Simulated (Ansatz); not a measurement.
Ansatz (a quantum-chemistry and plane-wave program) input (B3LYP-D3(BJ)/def2-TZVP):

Ansatz 0.2 input:
```yaml
crystal:
  periodic: [false, false, false]
  atoms:
    - {symbol: C, position_ang: [-0.86779925, -0.02842753, -0.08465418]}
    - {symbol: O, position_ang: [-0.88803194, -1.05093051, 0.59213902]}
    - {symbol: O, position_ang: [0.14572903, 0.69139384, -0.44565963]}
    - {symbol: H, position_ang: [-1.80224265, 0.42334062, -0.47790280]}
    - {symbol: C, position_ang: [1.53606667, 0.43224451, 0.07324310]}
    - {symbol: H, position_ang: [1.59861714, -0.65948461, 0.19327966]}
    - {symbol: H, position_ang: [2.13244424, 0.68953549, -0.81874536]}
basis:
  gaussian:
    orbitals: def2-TZVP
hamiltonian:
  xc: b3lyp
  dispersion: d3bj
total_charge: -1
phonons: {temperatures: {t_min: 298.15, t_max: 298.15, t_step: 100}}
```

Output:

```
Functional definition: B3LYP
integrals: 0.04 GiB planned
794 factors; their error is unknown
mean field: 0.49 GiB planned
mean field evaluation 1: about -6214.1773 eV, gradient 4.2e1 eV
mean field evaluation 2: about -6200.3357 eV, gradient 8.3e1 eV
mean field evaluation 4: about -6218.0287 eV, gradient 9.4e0 eV
mean field evaluation 8: about -6218.1816 eV, gradient 2.7e-1 eV
mean field evaluation 16: about -6218.1840 eV, gradient 1.3e-4 eV
mean field -6218.18402585 eV, -228.5140481136 hartree, gradient 1.9e-5 eV, S^2 0.000000; 0 other end points of the search recorded, 0 dependent functions left out
the calculation of the forces begins
reference -6218.18424347 eV, -228.5140561109 hartree; 16, 16 occupied and 126, 126 virtual orbitals, 794 factors
these checks for a lower state are left out or cut short: stability, starts, cluster_reference, orbital_swaps, neighbouring_geometries, increment
integrals: 0.04 GiB planned
794 factors; their error is unknown
mean field: 0.49 GiB planned
mean field -6218.18380375 eV, -228.5140399513 hartree, gradient 1.4e-6 eV, S^2 0.000000; 0 other end points of the search recorded, 0 dependent functions left out
the calculation of the forces begins
reference -6218.18402122 eV, -228.5140479433 hartree; 16, 16 occupied and 126, 126 virtual orbitals, 794 factors
these checks for a lower state are left out or cut short: stability, starts, cluster_reference, orbital_swaps, neighbouring_geometries, increment
integrals: 0.04 GiB planned
794 factors; their error is unknown
mean field: 0.49 GiB planned
mean field evaluation 32: about -6218.1839 eV, gradient 1.4e-6 eV
mean field -6218.18386252 eV, -228.5140421113 hartree, gradient 1.4e-6 eV, S^2 0.000000; 0 other end points of the search recorded, 0 dependent functions left out
the calculation of the forces begins
reference -6218.18408028 eV, -228.5140501138 hartree; 16, 16 occupied and 126, 126 virtual orbitals, 794 factors
these checks for a lower state are left out or cut short: stability, starts, cluster_reference, orbital_swaps, neighbouring_geometries, increment
integrals: 0.04 GiB planned
794 factors; their error is unknown
mean field: 0.49 GiB planned
mean field -6218.18381879 eV, -228.5140405043 hartree, gradient 1.4e-6 eV, S^2 0.000000; 0 other end points of the search recorded, 0 dependent functions left out
the calculation of the forces begins
reference -6218.18403648 eV, -228.5140485043 hartree; 16, 16 occupied and 126, 126 virtual orbitals, 794 factors
these checks for a lower state are left out or cut short: stability, starts, cluster_reference, orbital_swaps, neighbouring_geometries, increment
integrals: 0.04 GiB planned
794 factors; their error is unknown
mean field: 0.49 GiB planned
mean field -6218.18381648 eV, -228.5140404194 hartree, gradient 1.4e-6 eV, S^2 0.000000; 0 other end points of the search recorded, 0 dependent functions left out
the calculation of the forces begins
reference -6218.18403402 eV, -228.5140484139 hartree; 16, 16 occupied and 126, 126 virtual orbitals, 794 factors
these checks for a lower state are left out or cut short: stability, starts, cluster_reference, orbital_swaps, neighbouring_geometries, increment
integrals: 0.04 GiB planned
794 factors; their error is unknown
mean field: 0.49 GiB planned
mean field -6218.18390423 eV, -228.5140436438 hartree, gradient 1.4e-6 eV, S^2 0.000000; 0 other end points of the search recorded, 0 dependent functions left out
the calculation of the forces begins
reference -6218.18412178 eV, -228.5140516388 hartree; 16, 16 occupied and 126, 126 virtual orbitals, 794 factors
these checks for a lower state are left out or cut short: stability, starts, cluster_reference, orbital_swaps, neighbouring_geometries, increment
integrals: 0.04 GiB planned
[...]
the calculation of the forces begins
reference -6218.18411662 eV, -228.5140514491 hartree; 16, 16 occupied and 126, 126 virtual orbitals, 794 factors
these checks for a lower state are left out or cut short: stability, starts, cluster_reference, orbital_swaps, neighbouring_geometries, increment
integrals: 0.04 GiB planned
794 factors; their error is unknown
mean field: 0.49 GiB planned
mean field -6218.18394553 eV, -228.5140451616 hartree, gradient 1.4e-6 eV, S^2 0.000000; 0 other end points of the search recorded, 0 dependent functions left out
the calculation of the forces begins
reference -6218.18416299 eV, -228.5140531533 hartree; 16, 16 occupied and 126, 126 virtual orbitals, 794 factors
these checks for a lower state are left out or cut short: stability, starts, cluster_reference, orbital_swaps, neighbouring_geometries, increment
integrals: 0.04 GiB planned
794 factors; their error is unknown
mean field: 0.49 GiB planned
mean field evaluation 224: about -6218.1838 eV, gradient 3.8e-1 eV
mean field -6218.18395143 eV, -228.5140453785 hartree, gradient 1.4e-6 eV, S^2 0.000000; 0 other end points of the search recorded, 0 dependent functions left out
the calculation of the forces begins
reference -6218.18416919 eV, -228.5140533813 hartree; 16, 16 occupied and 126, 126 virtual orbitals, 794 factors
these checks for a lower state are left out or cut short: stability, starts, cluster_reference, orbital_swaps, neighbouring_geometries, increment
integrals: 0.04 GiB planned
794 factors; their error is unknown
mean field: 0.49 GiB planned
mean field -6218.18402733 eV, -228.5140481679 hartree, gradient 1.4e-6 eV, S^2 0.000000; 0 other end points of the search recorded, 0 dependent functions left out
the calculation of the forces begins
reference -6218.18424494 eV, -228.5140561650 hartree; 16, 16 occupied and 126, 126 virtual orbitals, 794 factors
these checks for a lower state are left out or cut short: stability, starts, cluster_reference, orbital_swaps, neighbouring_geometries, increment
integrals: 0.04 GiB planned
794 factors; their error is unknown
mean field: 0.49 GiB planned
mean field -6218.18398988 eV, -228.5140467915 hartree, gradient 1.4e-6 eV, S^2 0.000000; 0 other end points of the search recorded, 0 dependent functions left out
the calculation of the forces begins
reference -6218.18420750 eV, -228.5140547888 hartree; 16, 16 occupied and 126, 126 virtual orbitals, 794 factors
these checks for a lower state are left out or cut short: stability, starts, cluster_reference, orbital_swaps, neighbouring_geometries, increment
integrals: 0.04 GiB planned
794 factors; their error is unknown
mean field: 0.49 GiB planned
mean field -6218.18393079 eV, -228.5140446202 hartree, gradient 1.4e-6 eV, S^2 0.000000; 0 other end points of the search recorded, 0 dependent functions left out
the calculation of the forces begins
reference -6218.18414846 eV, -228.5140526192 hartree; 16, 16 occupied and 126, 126 virtual orbitals, 794 factors
these checks for a lower state are left out or cut short: stability, starts, cluster_reference, orbital_swaps, neighbouring_geometries, increment
integrals: 0.04 GiB planned
794 factors; their error is unknown
mean field: 0.49 GiB planned
mean field evaluation 256: about -6218.1839 eV, gradient 1.4e-6 eV
mean field -6218.18393646 eV, -228.5140448284 hartree, gradient 1.4e-6 eV, S^2 0.000000; 0 other end points of the search recorded, 0 dependent functions left out
the calculation of the forces begins
reference -6218.18415403 eV, -228.5140528238 hartree; 16, 16 occupied and 126, 126 virtual orbitals, 794 factors
these checks for a lower state are left out or cut short: stability, starts, cluster_reference, orbital_swaps, neighbouring_geometries, increment
integrals: 0.04 GiB planned
794 factors; their error is unknown
mean field: 0.49 GiB planned
mean field -6218.18401733 eV, -228.5140478005 hartree, gradient 1.4e-6 eV, S^2 0.000000; 0 other end points of the search recorded, 0 dependent functions left out
the calculation of the forces begins
reference -6218.18423501 eV, -228.5140558000 hartree; 16, 16 occupied and 126, 126 virtual orbitals, 794 factors
these checks for a lower state are left out or cut short: stability, starts, cluster_reference, orbital_swaps, neighbouring_geometries, increment
integrals: 0.04 GiB planned
794 factors; their error is unknown
mean field: 0.49 GiB planned
mean field -6218.18401475 eV, -228.5140477056 hartree, gradient 1.4e-6 eV, S^2 0.000000; 0 other end points of the search recorded, 0 dependent functions left out
the calculation of the forces begins
reference -6218.18423230 eV, -228.5140557005 hartree; 16, 16 occupied and 126, 126 virtual orbitals, 794 factors
these checks for a lower state are left out or cut short: stability, starts, cluster_reference, orbital_swaps, neighbouring_geometries, increment
integrals: 0.04 GiB planned
794 factors; their error is unknown
mean field: 0.49 GiB planned
mean field -6218.18400579 eV, -228.5140473764 hartree, gradient 1.4e-6 eV, S^2 0.000000; 0 other end points of the search recorded, 0 dependent functions left out
the calculation of the forces begins
reference -6218.18422340 eV, -228.5140553734 hartree; 16, 16 occupied and 126, 126 virtual orbitals, 794 factors
these checks for a lower state are left out or cut short: stability, starts, cluster_reference, orbital_swaps, neighbouring_geometries, increment
integrals: 0.04 GiB planned
794 factors; their error is unknown
mean field: 0.49 GiB planned
mean field -6218.18396749 eV, -228.5140459686 hartree, gradient 1.4e-6 eV, S^2 0.000000; 0 other end points of the search recorded, 0 dependent functions left out
the calculation of the forces begins
reference -6218.18418511 eV, -228.5140539661 hartree; 16, 16 occupied and 126, 126 virtual orbitals, 794 factors
these checks for a lower state are left out or cut short: stability, starts, cluster_reference, orbital_swaps, neighbouring_geometries, increment
integrals: 0.04 GiB planned
794 factors; their error is unknown
mean field: 0.49 GiB planned
mean field evaluation 288: about -6218.1840 eV, gradient 1.6e-4 eV
mean field -6218.18401545 eV, -228.5140477313 hartree, gradient 1.4e-6 eV, S^2 0.000000; 0 other end points of the search recorded, 0 dependent functions left out
the calculation of the forces begins
reference -6218.18423309 eV, -228.5140557292 hartree; 16, 16 occupied and 126, 126 virtual orbitals, 794 factors
these checks for a lower state are left out or cut short: stability, starts, cluster_reference, orbital_swaps, neighbouring_geometries, increment
integrals: 0.04 GiB planned
794 factors; their error is unknown
mean field: 0.49 GiB planned
mean field -6218.18400395 eV, -228.5140473086 hartree, gradient 1.4e-6 eV, S^2 0.000000; 0 other end points of the search recorded, 0 dependent functions left out
the calculation of the forces begins
reference -6218.18422155 eV, -228.5140553052 hartree; 16, 16 occupied and 126, 126 virtual orbitals, 794 factors
these checks for a lower state are left out or cut short: stability, starts, cluster_reference, orbital_swaps, neighbouring_geometries, increment
integrals: 0.04 GiB planned
794 factors; their error is unknown
mean field: 0.49 GiB planned
mean field -6218.18396043 eV, -228.5140457093 hartree, gradient 1.4e-6 eV, S^2 0.000000; 0 other end points of the search recorded, 0 dependent functions left out
the calculation of the forces begins
reference -6218.18417810 eV, -228.5140537084 hartree; 16, 16 occupied and 126, 126 virtual orbitals, 794 factors
these checks for a lower state are left out or cut short: stability, starts, cluster_reference, orbital_swaps, neighbouring_geometries, increment
integrals: 0.04 GiB planned
794 factors; their error is unknown
mean field: 0.49 GiB planned
mean field -6218.18396888 eV, -228.5140460198 hartree, gradient 1.4e-6 eV, S^2 0.000000; 0 other end points of the search recorded, 0 dependent functions left out
the calculation of the forces begins
reference -6218.18418644 eV, -228.5140540151 hartree; 16, 16 occupied and 126, 126 virtual orbitals, 794 factors
Total energy: -6218.34699327 eV, -228.5200370558 hartree
Atom 0 at    -0.867799    -0.028428    -0.084654 Å, force    -0.000430     0.000751    -0.000359 eV/Å
Atom 1 at    -0.888032    -1.050931     0.592139 Å, force     0.000097    -0.000676     0.000500 eV/Å
Atom 2 at     0.145729     0.691394    -0.445660 Å, force    -0.000171    -0.000137    -0.000022 eV/Å
Atom 3 at    -1.802243     0.423341    -0.477903 Å, force     0.000166     0.000061    -0.000117 eV/Å
Atom 4 at     1.536067     0.432245     0.073243 Å, force     0.000273    -0.000021    -0.000163 eV/Å
Atom 5 at     1.598617    -0.659485     0.193280 Å, force     0.000132    -0.000021    -0.000049 eV/Å
Atom 6 at     2.132444     0.689535    -0.818745 Å, force    -0.000068     0.000044     0.000210 eV/Å
Dipole moment:    -0.678227    -0.051453    -0.466970 e Å
Vibrations: 250.82 284.30 407.34 623.77 781.76 936.94 1056.92 1233.42 1301.09 1404.41 1438.08 1702.47 2868.60 2904.41 2981.05 cm⁻¹, zero-point energy 1.250714 eV
```

It need not be the lowest isomer of its formula. Whether it binds its extra electron was not tested at this geometry.
